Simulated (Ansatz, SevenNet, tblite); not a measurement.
## Zinc-blende GaP, elastic constant C44

Reference value: 70 GPa (measured, temperature not stated, no zero-point or thermal correction; as tabulated in Råsander and Moram (2015), arXiv:1505.02379).

**Question.** What do GFN2-xTB, SevenNet-l3i5, LDA, PBE, r²SCAN, B3LYP (VWN-RPA form), HSE06, LC-ωPBE, PBE0, r²SCAN0, r²SCANh, Hartree–Fock give, and how far is each from the reference?

**Answer.** 
```csv
level (code),value (GPa),cell (Å³/atom),difference (%)
GFN2-xTB (tblite),28.5,22.99,-59
SevenNet-l3i5,49.1,20.86,-30
LDA (Ansatz),71.0,19.59,+1.4
PBE (Ansatz),64.5,20.87,-7.9
r²SCAN (Ansatz),73.1,20.25,+4.4
B3LYP (VWN-RPA form) (Ansatz),69.7,21.15,-0.4
HSE06 (Ansatz),71.7,20.40,+2.4
LC-ωPBE (Ansatz),84.4,19.47,+21
PBE0 (Ansatz),72.5,20.35,+3.6
r²SCAN0 (Ansatz),77.3,20.05,+10.4
r²SCANh (Ansatz),74.9,20.17,+7.0
Hartree–Fock (Ansatz),82.9,21.35,+18.4
```

The reference's temperature isn't stated, so close values are not ranked against it. Off by more than 25 %, or 35 % on the side where a correction would as a rule narrow the miss (bounds picked here): GFN2-xTB (-59 %), SevenNet-l3i5 (-30 %).

The measured value isn't corrected to a static lattice, so vibrations enter the comparison. A static lattice is as a rule stiffer than a warm one, by over a tenth in soft solids.  GFN2-xTB: the method was fitted mainly to molecules. GFN2-xTB: the run uses a supercell at the zone centre in place of a k mesh. Each level is taken at its own relaxed cell. Cutoffs and k meshes differ between the levels. Ansatz's density-functional and Hartree–Fock values are scalar-relativistic unless marked +SOC, with PAW data made under PBE.

Machine-learned potentials (SevenNet-l3i5) are trained on DFT data: a solid inside that data is no test of them.

Differences are worked out from the printed values.

Ansatz is a quantum-chemistry and plane-wave program.
